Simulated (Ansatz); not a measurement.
bcc V was calculated with rVV10 (PAW; Ansatz, a program for electronic structure).

Numerical settings: plane-wave cutoff 520 eV, 26×26×26 k mesh, Fermi–Dirac smearing 0.05 eV, no spin polarisation, scalar-relativistic PAW data made under PBE.

Pressure at four volumes; x = ln(V/13.605 Å³). One pressure is withheld.

```csv
V (Å³/atom),x,P (GPa)
12.788,-0.0619,12.88
13.605,0.0000,0.03
14.149,0.0392,-6.70
14.421,0.0582,?
```

Problem. Pass a parabola P(x) through the three rows shown, estimate the bulk modulus and its pressure derivative near zero pressure, and predict the withheld pressure.

Solution. Slopes between the rows: (0.03 − (12.88))/(0.0000 − (-0.0619)) = -207.59 and (-6.70 − (0.03))/(0.0392 − (0.0000)) = -171.68 GPa. Their difference over the span 0.1011 is c = 35.91/0.1011 = 355.2 GPa, so P(x) = 12.88 + (-207.59)(x − (-0.0619)) + 355.2 (x − (-0.0619))(x − (0.0000)). At the middle row B = −dP/dx = −[-207.59 + 355.2 × 0.0619] = 185.6 GPa, and B′ = dB/dP = 2c/B = 3.8. At x = 0.0582 the parabola gives -9.57 GPa; the run gives -9.60 GPa. The Birch–Murnaghan fit to the energies at all volumes has B0 = 185 GPa and B′ = 3.8.

Measured, for comparison: bulk modulus 161 GPa (corrected for temperature and zero-point phonon effects, our sources range from 159 to 166; as tabulated in Levämäki et al. (2014), arXiv:1402.3671). Computed (rounded) less measured: bulk modulus +15 % (+11 % to +16 % over the range).
